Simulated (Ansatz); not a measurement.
**fcc Pd**

The numbers are results of LDA (PAW; Ansatz, a program for electronic structure), not measurements.

Run with plane-wave cutoff 520 eV, 18×18×18 k mesh, Fermi–Dirac smearing 0.1 eV, perturbation theory, force constants from a 6×6×6 q mesh, scalar-relativistic PAW data made under PBE.

Cell: relaxed at this level.

| Item | Result |
|---|---|
| zero-point energy | 0.029 eV/atom |

Cost on a shared machine: around 18 core-minutes (rough).
